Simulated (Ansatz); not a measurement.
# BH₂ radical: up Jacob's ladder to CCSD(T)

An exercise on one series of results from a longer session: the logs are not shown, and one member is left open.

The runs use Ansatz 0.2.0, Gaussian basis; functionals in def2-TZVPP, the program's frozen cores in correlated methods.

The runs, in order: LDA (SPW92), PBE-D4, revPBE-D4, BLYP-D4, r2SCAN-D4, B97M-V, PBE0-D4, B3LYP-D4, r2SCANh-D4, r2SCAN0-D4, HSE06-D4, BHLYP-D4, CAM-B3LYP-D4, LC-ωPBE, ωB97X-V, ωB97M-V, B2PLYP, PBE-QIDH; CCSD(T)/def2-SVP; CCSD(T)/def2-TZVPP; CCSD(T)/def2-QZVPP; extrapolation to the limit; RPA on PBE.

## Structure used throughout

The geometry comes from an earlier relaxation with PBE0-D4 in a triple-zeta def2 set; it is a stationary point.

SMILES `[BH2]`, 3 atoms, charge 0, spin multiplicity 2.

Atoms are counted from 1 here; the program's logs count them from 0.

Bond lengths: B1–H2 1.191 Å, B1–H3 1.191 Å. Angles: H2–B1–H3 129.5°.

The first run:

The input, in.yaml:

```yaml
crystal:
  periodic: [false, false, false]
  atoms:
    - {symbol: B, position_ang: [0.264671, -0.167405, 0.129534]}
    - {symbol: H, position_ang: [0.292401, 1.015071, 0.271046]}
    - {symbol: H, position_ang: [-0.557071, -0.847666, -0.400590]}
basis:
  gaussian: {orbitals: def2-TZVPP}
magnetization: {spin_polarized: true, initial_magnetization: 1}
hamiltonian: {xc: lda}
output: {orbitals: {seedname: orbitals}}
```

Launch:

```sh
$ ansatz run in.yaml --threads 2 --pin off --events-out ev --progress --plain --max-ram 32768MiB --backend cpu
```

Steps of the session up to this table: LDA; PBE-D4 (GGA); revPBE-D4 (GGA); BLYP-D4 (GGA); r2SCAN-D4 (meta-GGA); B97M-V (meta-GGA); PBE0-D4 (hybrid); B3LYP-D4 (hybrid); r2SCANh-D4 (hybrid); r2SCAN0-D4 (hybrid); HSE06-D4 (hybrid); BHLYP-D4 (hybrid); CAM-B3LYP-D4 (range-separated); LC-ωPBE (range-separated); ωB97X-V (range-separated); ωB97M-V (range-separated); B2PLYP (double hybrid); PBE-QIDH (double hybrid).

One of the session's tables, all rows but one given; the rest of the session is left out.

It belongs to the step «Orbital energies across the functionals». 

| functional | HOMO (eV) | LUMO (eV) | gap (eV) |
| --- | --- | --- | --- |
| LDA (SPW92) | -4.85 | -3.78 | 1.07 |
| PBE-D4 | -4.93 | -3.47 | 1.46 |
| revPBE-D4 | ? | ? | ? |
| BLYP-D4 | -4.75 | -3.24 | 1.51 |
| r2SCAN-D4 | -5.29 | -3.03 | 2.26 |
| B97M-V | -4.94 | -3.25 | 1.68 |
| PBE0-D4 | -6.17 | -2.33 | 3.83 |
| B3LYP-D4 | -5.88 | -2.51 | 3.37 |
| r2SCANh-D4 | -5.75 | -2.64 | 3.11 |
| r2SCAN0-D4 | -6.43 | -2.07 | 4.36 |
| HSE06-D4 | -5.76 | -2.72 | 3.03 |
| BHLYP-D4 | -7.23 | -1.12 | 6.11 |
| CAM-B3LYP-D4 | -7.49 | -1.12 | 6.37 |
| LC-ωPBE | -9.03 | 0.08 | 9.11 |
| ωB97X-V | -8.42 | 0.06 | 8.48 |
| ωB97M-V | -8.06 | -0.29 | 7.77 |

**Question.** Estimate the row for revPBE-D4.

As computed: HOMO (eV): -4.92; LUMO (eV): -3.36; gap (eV): 1.56. In the column «HOMO (eV)» it lies between PBE-D4 (-4.93) and LDA (SPW92) (-4.85).
